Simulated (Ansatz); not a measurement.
```yaml
crystal:
  periodic: [false, false, false]
  atoms:
    - {symbol: P, position_ang: [-1.624922, -0.471214, -0.003377]}
    - {symbol: S, position_ang: [-0.066088, 0.801882, 0.005629]}
    - {symbol: Si, position_ang: [1.774774, -0.425175, -0.002913]}
    - {symbol: H, position_ang: [2.583116, 0.817667, 0.005850]}
basis:
  gaussian: {orbitals: def2-TZVP}
magnetization: {spin_polarized: true, initial_magnetization: 2}
hamiltonian: {xc: pbe0}
relax: {f_tol: 0.004, max_steps: 80}
```

```sh
$ ansatz run in.yaml --threads 1 --pin off --events-out ev --progress --plain --max-ram 2176MiB
```

Steps of the relaxation (energy above the last step; positions in Å, forces in eV/Å):

```
4
step 1, 59.8 meV
P    -1.625   -0.471   -0.003   -0.486   -0.419   -0.003
S    -0.066    0.802    0.006    1.129    0.080    0.001
Si    1.775   -0.425   -0.003   -0.963   -0.316   -0.002
H     2.583    0.818    0.006    0.320    0.654    0.005
```

```
4
step 2, 11.7 meV
P    -1.612   -0.473   -0.003   -0.155   -0.123   -0.001
S    -0.018    0.808    0.006    0.376   -0.124   -0.001
Si    1.753   -0.451   -0.003   -0.434    0.102    0.001
H     2.543    0.839    0.006    0.212    0.146    0.001
```

```
4
step 3, 1.6 meV
P    -1.632   -0.483   -0.003    0.063    0.001    0.000
S    -0.015    0.798    0.006   -0.061    0.057    0.000
Si    1.735   -0.434   -0.003    0.035   -0.033    0.000
H     2.580    0.841    0.006   -0.037   -0.025    0.000
```

```
4
step 4, 0.6 meV
P    -1.620   -0.485   -0.003    0.005   -0.021    0.000
S    -0.015    0.807    0.006   -0.010    0.036    0.000
Si    1.730   -0.437   -0.003   -0.002   -0.002    0.000
H     2.571    0.838    0.006    0.007   -0.013    0.000
```

```
4
step 5, 0.2 meV
P    -1.611   -0.490   -0.004   -0.007   -0.016    0.000
S    -0.017    0.816    0.006    0.008    0.013    0.000
Si    1.723   -0.436   -0.003   -0.012    0.008    0.000
H     2.572    0.833    0.006    0.011   -0.006    0.000
```

```
4
step 6, 0.0 meV
P    -1.606   -0.496   -0.004    0.001   -0.001    0.000
S    -0.020    0.823    0.006   -0.002    0.002    0.000
Si    1.717   -0.433   -0.003   -0.001   -0.001    0.000
H     2.576    0.829    0.006    0.001    0.000    0.000
```

Close pairs at the end: Si3–H4 1.527 Å, P1–S2 2.063 Å, S2–Si3 2.143 Å.

A stationary point of unrestricted PBE0 after 6 steps, with ⟨S²⟩ = 2.012 against 2.00 for a pure state; no frequencies were run, so it isn't proven a minimum. 41 s on 1 thread of Arm Neoverse V1, shared host.
